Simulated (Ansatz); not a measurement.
# AlSiH3 (triplet): B2PLYP, PBE-QIDH, RPA-PBE over a scan of the distance Al1–H4 along a hydrogen transfer, cc-pVTZ, part 2 of 2

Ansatz 0.2.0, Gaussian basis; cc-pVTZ, all electrons in the functionals, frozen cores in the correlation of double hybrids and RPA. The steps go on from the part before.

### 11 PBE-QIDH, 2.064 Å

Contents of in.yaml:

```yaml
crystal:
  periodic: [false, false, false]
  atoms:
    - {symbol: Al, position_ang: [-1.702394, 0.000000, 0.000000]}
    - {symbol: H, position_ang: [-2.495318, 1.373384, 0.000000]}
    - {symbol: H, position_ang: [-2.495318, -1.373384, 0.000000]}
    - {symbol: H, position_ang: [0.361606, 0.000000, 0.000000]}
    - {symbol: Si, position_ang: [1.801606, 0.000000, 0.000000]}
basis:
  gaussian: {orbitals: cc-pVTZ}
magnetization: {spin_polarized: true, initial_magnetization: 2}
hamiltonian: {xc: {name: PBE-QIDH}}
correlation: {electrons: outside_noble_gas}
```

Run with:

```bash
ansatz run in.yaml --threads 2 --pin off --events-out ev --progress --plain --max-ram 24576MiB --backend cuda --devices 0, --max-vram 18GiB
```

Standard output:

```text
Functional definition: PBE-QIDH
  name "PBE-QIDH"
  cite "Brémond, Sancho-García, Pérez-Jiménez & Adamo, J. Chem. Phys. 141, 031101 (2014) doi:10.1063/1.4890314"
  cite "Perdew, Burke & Ernzerhof, Phys. Rev. Lett. 77, 3865 (1996) doi:10.1103/PhysRevLett.77.3865"
  parameter a = 3^(-1/3)
  parameter c = 1/3
  exchange = (1 - a)*pbe_x + a*exact_x
  correlation = (1 - c)*pbe_c + c*(mp2_os + mp2_ss)
652 factors; integrals over basis functions are off by at most 1.5e-3 eV
mean field evaluation 1: about -14505.1602 eV, gradient 7.6e0 eV
mean field evaluation 2: about -14505.1643 eV, gradient 7.7e0 eV
mean field evaluation 4: about -14505.8047 eV, gradient 1.2e0 eV
mean field evaluation 8: about -14505.8265 eV, gradient 6.1e-2 eV
mean field evaluation 16: about -14505.8268 eV, gradient 7.9e-4 eV
mean field evaluation 32: about -14505.6367 eV, gradient 1.3e0 eV
mean field -14505.82679999 eV, -533.0793024973 hartree, gradient 3.0e-6 eV, S^2 2.018765; 4 other end points of the search recorded, 0 dependent functions left out
10 core orbitals not correlated: weight in the atoms' cores, before any rotation towards them, 1.000 or more for the frozen orbitals, at most 0.000 for the correlated occupied ones
reference -14505.82681329 eV, -533.0793029857 hartree; 6, 4 occupied and 94, 96 virtual orbitals, 652 factors
second order -5.39842558 eV of doubles, -0.00000000 eV of singles
Total energy: -14507.62628848 eV, -533.1454324793 hartree
```

It took 3.8 s on 1 × H100 (card shared with other runs) with 2 threads of AMD EPYC 7R13, shared host; peak host memory 0.77 GiB.

From the report: ⟨S²⟩ of the determinant 2.019 (pure triplet: 2.00).

From 1.586 Å: +88.9 kJ/mol.

### 12 RPA-PBE, 1.586 Å

Contents of in.yaml:

```yaml
crystal:
  periodic: [false, false, false]
  atoms:
    - {symbol: Al, position_ang: [-1.694098, 0.000000, 0.000000]}
    - {symbol: H, position_ang: [-2.487021, 1.373384, 0.000000]}
    - {symbol: H, position_ang: [-2.487021, -1.373384, 0.000000]}
    - {symbol: H, position_ang: [-0.108250, 0.000000, 0.000000]}
    - {symbol: Si, position_ang: [1.809902, 0.000000, 0.000000]}
basis:
  gaussian: {orbitals: cc-pVTZ}
magnetization: {spin_polarized: true, initial_magnetization: 2}
hamiltonian: {xc: {name: PBE}}
correlation: {method: rpa, electrons: outside_noble_gas}
```

The command is unchanged.

Standard output:

```text
Functional definition: PBE
  name "PBE"
  cite "Perdew, Burke & Ernzerhof, Phys. Rev. Lett. 77, 3865 (1996) doi:10.1103/PhysRevLett.77.3865"
  parent pbe
  parameter kappa = 0.804
  parameter beta = 0.06672455060314922
  exchange = pbe_x(kappa = kappa, mu = beta*pi^2/3)
  correlation = pbe_c(beta = beta)
653 factors; integrals over basis functions are off by at most 1.9e-3 eV
mean field evaluation 1: about -14510.7748 eV, gradient 1.2e1 eV
mean field evaluation 2: about -14510.7688 eV, gradient 1.2e1 eV
mean field evaluation 4: about -14511.4668 eV, gradient 6.1e0 eV
mean field evaluation 8: about -14511.9771 eV, gradient 1.1e-1 eV
mean field evaluation 16: about -14511.9773 eV, gradient 1.5e-5 eV
mean field evaluation 32: about -14509.7937 eV, gradient 2.2e-4 eV
mean field evaluation 64: about -14511.4201 eV, gradient 1.5e0 eV
mean field evaluation 96: about -14510.1400 eV, gradient 2.8e0 eV
mean field evaluation 128: about -14511.9772 eV, gradient 1.8e-1 eV
mean field -14511.97731003 eV, -533.3053295719 hartree, gradient 3.8e-6 eV, S^2 2.005928; 10 other end points of the search recorded, 0 dependent functions left out
10 core orbitals not correlated: weight in the atoms' cores, before any rotation towards them, 1.000 or more for the frozen orbitals, at most 0.000 for the correlated occupied ones
reference -14489.45321940 eV, -532.4775845090 hartree; 6, 4 occupied and 94, 96 virtual orbitals, 653 factors
Total energy: -14499.72808427 eV, -532.8551788284 hartree
```

Run time: 18 s. Hardware: 1 × H100 (card shared with other runs) with 2 threads of AMD EPYC 7R13, shared host; peak host memory 0.85 GiB.

From the report: ⟨S²⟩ of the determinant 2.006 (pure triplet: 2.00).

### 13 RPA-PBE, 1.654 Å

Contents of in.yaml:

```yaml
crystal:
  periodic: [false, false, false]
  atoms:
    - {symbol: Al, position_ang: [-1.695280, 0.000000, 0.000000]}
    - {symbol: H, position_ang: [-2.488204, 1.373384, 0.000000]}
    - {symbol: H, position_ang: [-2.488204, -1.373384, 0.000000]}
    - {symbol: H, position_ang: [-0.041280, 0.000000, 0.000000]}
    - {symbol: Si, position_ang: [1.808720, 0.000000, 0.000000]}
basis:
  gaussian: {orbitals: cc-pVTZ}
magnetization: {spin_polarized: true, initial_magnetization: 2}
hamiltonian: {xc: {name: PBE}}
correlation: {method: rpa, electrons: outside_noble_gas}
```

The command is unchanged.

Standard output:

```text
Functional definition: PBE
  name "PBE"
  cite "Perdew, Burke & Ernzerhof, Phys. Rev. Lett. 77, 3865 (1996) doi:10.1103/PhysRevLett.77.3865"
  parent pbe
  parameter kappa = 0.804
  parameter beta = 0.06672455060314922
  exchange = pbe_x(kappa = kappa, mu = beta*pi^2/3)
  correlation = pbe_c(beta = beta)
654 factors; integrals over basis functions are off by at most 1.9e-3 eV
mean field evaluation 1: about -14510.8580 eV, gradient 1.2e1 eV
mean field evaluation 2: about -14510.8519 eV, gradient 1.2e1 eV
mean field evaluation 4: about -14511.7911 eV, gradient 4.2e0 eV
mean field evaluation 8: about -14512.0267 eV, gradient 2.1e-1 eV
mean field evaluation 16: about -14512.0272 eV, gradient 8.0e-5 eV
mean field evaluation 32: about -14509.9576 eV, gradient 4.0e-4 eV
mean field evaluation 64: about -14510.9238 eV, gradient 8.7e-1 eV
mean field evaluation 96: about -14510.8038 eV, gradient 3.3e-2 eV
mean field evaluation 128: about -14510.8046 eV, gradient 1.1e-1 eV
mean field -14512.02717742 eV, -533.3071621649 hartree, gradient 3.0e-6 eV, S^2 2.006092; 10 other end points of the search recorded, 0 dependent functions left out
10 core orbitals not correlated: weight in the atoms' cores, before any rotation towards them, 1.000 or more for the frozen orbitals, at most 0.000 for the correlated occupied ones
reference -14489.40839278 eV, -532.4759371609 hartree; 6, 4 occupied and 94, 96 virtual orbitals, 654 factors
Total energy: -14499.74342095 eV, -532.8557424410 hartree
```

It took 7 s on 1 × H100 (card shared with other runs) with 2 threads of AMD EPYC 7R13, shared host; peak host memory 0.85 GiB.

From the report: ⟨S²⟩ of the determinant 2.006 (pure triplet: 2.00).

From 1.586 Å: -1.5 kJ/mol.

### 14 RPA-PBE, 1.791 Å

Contents of in.yaml:

```yaml
crystal:
  periodic: [false, false, false]
  atoms:
    - {symbol: Al, position_ang: [-1.697657, 0.000000, 0.000000]}
    - {symbol: H, position_ang: [-2.490581, 1.373384, 0.000000]}
    - {symbol: H, position_ang: [-2.490581, -1.373384, 0.000000]}
    - {symbol: H, position_ang: [0.093343, 0.000000, 0.000000]}
    - {symbol: Si, position_ang: [1.806343, 0.000000, 0.000000]}
basis:
  gaussian: {orbitals: cc-pVTZ}
magnetization: {spin_polarized: true, initial_magnetization: 2}
hamiltonian: {xc: {name: PBE}}
correlation: {method: rpa, electrons: outside_noble_gas}
```

The command is unchanged.

Standard output:

```text
Functional definition: PBE
  name "PBE"
  cite "Perdew, Burke & Ernzerhof, Phys. Rev. Lett. 77, 3865 (1996) doi:10.1103/PhysRevLett.77.3865"
  parent pbe
  parameter kappa = 0.804
  parameter beta = 0.06672455060314922
  exchange = pbe_x(kappa = kappa, mu = beta*pi^2/3)
  correlation = pbe_c(beta = beta)
655 factors; integrals over basis functions are off by at most 1.6e-3 eV
mean field evaluation 1: about -14510.7389 eV, gradient 1.2e1 eV
mean field evaluation 2: about -14510.7328 eV, gradient 1.2e1 eV
mean field evaluation 4: about -14511.5375 eV, gradient 6.0e0 eV
mean field evaluation 8: about -14511.9828 eV, gradient 1.1e-1 eV
mean field evaluation 16: about -14511.9830 eV, gradient 3.7e-5 eV
mean field evaluation 32: about -14510.1397 eV, gradient 5.5e-4 eV
mean field evaluation 64: about -14511.9761 eV, gradient 3.3e-1 eV
mean field evaluation 96: about -14510.1396 eV, gradient 3.2e-2 eV
mean field evaluation 128: about -14510.7605 eV, gradient 9.3e-2 eV
mean field -14511.98295222 eV, -533.3055369188 hartree, gradient 1.5e-6 eV, S^2 2.006397; 12 other end points of the search recorded, 0 dependent functions left out
10 core orbitals not correlated: weight in the atoms' cores, before any rotation towards them, 1.000 or more for the frozen orbitals, at most 0.000 for the correlated occupied ones
reference -14489.16365983 eV, -532.4669433907 hartree; 6, 4 occupied and 94, 96 virtual orbitals, 655 factors
Total energy: -14499.63975034 eV, -532.8519326163 hartree
```

Run time: 6.5 s. Hardware: 1 × H100 (card shared with other runs) with 2 threads of AMD EPYC 7R13, shared host; peak host memory 0.85 GiB.

From the report: ⟨S²⟩ of the determinant 2.006 (pure triplet: 2.00).

From 1.586 Å: +8.5 kJ/mol.

### 15 RPA-PBE, 1.927 Å

Contents of in.yaml:

```yaml
crystal:
  periodic: [false, false, false]
  atoms:
    - {symbol: Al, position_ang: [-1.700017, 0.000000, 0.000000]}
    - {symbol: H, position_ang: [-2.492941, 1.373384, 0.000000]}
    - {symbol: H, position_ang: [-2.492941, -1.373384, 0.000000]}
    - {symbol: H, position_ang: [0.226983, 0.000000, 0.000000]}
    - {symbol: Si, position_ang: [1.803983, 0.000000, 0.000000]}
basis:
  gaussian: {orbitals: cc-pVTZ}
magnetization: {spin_polarized: true, initial_magnetization: 2}
hamiltonian: {xc: {name: PBE}}
correlation: {method: rpa, electrons: outside_noble_gas}
```

Launched as before.

Standard output:

```text
Functional definition: PBE
  name "PBE"
  cite "Perdew, Burke & Ernzerhof, Phys. Rev. Lett. 77, 3865 (1996) doi:10.1103/PhysRevLett.77.3865"
  parent pbe
  parameter kappa = 0.804
  parameter beta = 0.06672455060314922
  exchange = pbe_x(kappa = kappa, mu = beta*pi^2/3)
  correlation = pbe_c(beta = beta)
655 factors; integrals over basis functions are off by at most 1.3e-3 eV
mean field evaluation 1: about -14510.2252 eV, gradient 1.3e1 eV
mean field evaluation 2: about -14510.2192 eV, gradient 1.3e1 eV
mean field evaluation 4: about -14510.4427 eV, gradient 9.8e0 eV
mean field evaluation 8: about -14511.7655 eV, gradient 2.1e-1 eV
mean field evaluation 16: about -14511.7659 eV, gradient 1.8e-4 eV
mean field evaluation 32: about -14510.6633 eV, gradient 8.2e-6 eV
mean field evaluation 64: about -14511.7655 eV, gradient 2.6e-1 eV
mean field evaluation 96: about -14510.5937 eV, gradient 1.2e0 eV
mean field evaluation 128: about -14498.2311 eV, gradient 2.1e1 eV
mean field evaluation 160: about -14510.0328 eV, gradient 3.4e0 eV
mean field -14511.76592650 eV, -533.2975613708 hartree, gradient 3.5e-6 eV, S^2 2.006687; 14 other end points of the search recorded, 0 dependent functions left out
10 core orbitals not correlated: weight in the atoms' cores, before any rotation towards them, 1.000 or more for the frozen orbitals, at most 0.000 for the correlated occupied ones
reference -14488.75170375 eV, -532.4518042843 hartree; 6, 4 occupied and 94, 96 virtual orbitals, 655 factors
Total energy: -14499.38355005 eV, -532.8425174293 hartree
```

It took 7 s on 1 × H100 (card shared with other runs) with 2 threads of AMD EPYC 7R13, shared host; peak host memory 0.86 GiB.

From the report: ⟨S²⟩ of the determinant 2.007 (pure triplet: 2.00).

From 1.586 Å: +33.2 kJ/mol.

### 16 RPA-PBE, 2.064 Å

Contents of in.yaml:

```yaml
crystal:
  periodic: [false, false, false]
  atoms:
    - {symbol: Al, position_ang: [-1.702394, 0.000000, 0.000000]}
    - {symbol: H, position_ang: [-2.495318, 1.373384, 0.000000]}
    - {symbol: H, position_ang: [-2.495318, -1.373384, 0.000000]}
    - {symbol: H, position_ang: [0.361606, 0.000000, 0.000000]}
    - {symbol: Si, position_ang: [1.801606, 0.000000, 0.000000]}
basis:
  gaussian: {orbitals: cc-pVTZ}
magnetization: {spin_polarized: true, initial_magnetization: 2}
hamiltonian: {xc: {name: PBE}}
correlation: {method: rpa, electrons: outside_noble_gas}
```

Same command.

Standard output:

```text
Functional definition: PBE
  name "PBE"
  cite "Perdew, Burke & Ernzerhof, Phys. Rev. Lett. 77, 3865 (1996) doi:10.1103/PhysRevLett.77.3865"
  parent pbe
  parameter kappa = 0.804
  parameter beta = 0.06672455060314922
  exchange = pbe_x(kappa = kappa, mu = beta*pi^2/3)
  correlation = pbe_c(beta = beta)
652 factors; integrals over basis functions are off by at most 1.5e-3 eV
mean field evaluation 1: about -14509.2523 eV, gradient 1.5e1 eV
mean field evaluation 2: about -14509.2465 eV, gradient 1.5e1 eV
mean field evaluation 4: about -14509.5690 eV, gradient 1.1e1 eV
mean field evaluation 8: about -14511.3203 eV, gradient 4.1e-1 eV
mean field evaluation 16: about -14511.3222 eV, gradient 4.7e-4 eV
mean field evaluation 32: about -14510.4444 eV, gradient 6.6e-3 eV
mean field evaluation 64: about -14510.5549 eV, gradient 1.0e0 eV
mean field evaluation 96: about -14510.6552 eV, gradient 5.3e0 eV
mean field evaluation 128: about -14509.8675 eV, gradient 3.6e-1 eV
mean field evaluation 160: about -14506.2596 eV, gradient 1.4e1 eV
mean field -14511.32220832 eV, -533.2812550282 hartree, gradient 8.2e-7 eV, S^2 2.007003; 14 other end points of the search recorded, 0 dependent functions left out
10 core orbitals not correlated: weight in the atoms' cores, before any rotation towards them, 1.000 or more for the frozen orbitals, at most 0.000 for the correlated occupied ones
reference -14488.13377996 eV, -532.4290960039 hartree; 6, 4 occupied and 94, 96 virtual orbitals, 652 factors
Total energy: -14498.92436737 eV, -532.8256427770 hartree
```

It took 8 s on 1 × H100 (card shared with other runs) with 2 threads of AMD EPYC 7R13, shared host; peak host memory 0.84 GiB.

From the report: ⟨S²⟩ of the determinant 2.007 (pure triplet: 2.00).

From 1.586 Å: +77.5 kJ/mol.

### 17 Against the wave-function levels

The yardstick is UCCSDT(Q), where the cluster series has nearly closed. It comes from earlier runs at the same points. Energies in kJ/mol, counted from 1.586 Å; blanks weren't run or aren't comparable.

```csv
level,1.586 Å,1.654 Å,1.791 Å,1.927 Å,2.064 Å
UCCSDT(Q),0.0,-1.4,9.9,37.5,86.1
B2PLYP,0.0,-1.1,10.4,37.7,85.4
PBE-QIDH,0.0,-1.4,10.2,38.7,88.9
RPA-PBE,0.0,-1.5,8.5,33.2,77.5
```

Largest miss and mean time a point (UCCSDT(Q) took 18 s a point; shared hosts):

```csv
level,largest miss (kJ/mol),where,time a point
B2PLYP,-0.7,2.064 Å,5.1 s
PBE-QIDH,+2.9,2.064 Å,5.1 s
RPA-PBE,-8.5,2.064 Å,9.3 s
```

### 18 Results

What follows sums up all 2 parts.

```
                   quantity                  value
span of the UCCSDT(Q) curve            87.4 kJ/mol
       largest miss, B2PLYP  -0.7 kJ/mol (2.064 Å)
     largest miss, PBE-QIDH  +2.9 kJ/mol (2.064 Å)
      largest miss, RPA-PBE  -8.5 kJ/mol (2.064 Å)
```

In words: Of the functionals, B2PLYP keep the smallest largest miss at the points compared (at most 0.7 kJ/mol) and RPA-PBE strays most (8.5 kJ/mol, at 2.064 Å). Functionals and the yardstick converge differently with the basis, so part of each miss in cc-pVTZ is the basis.
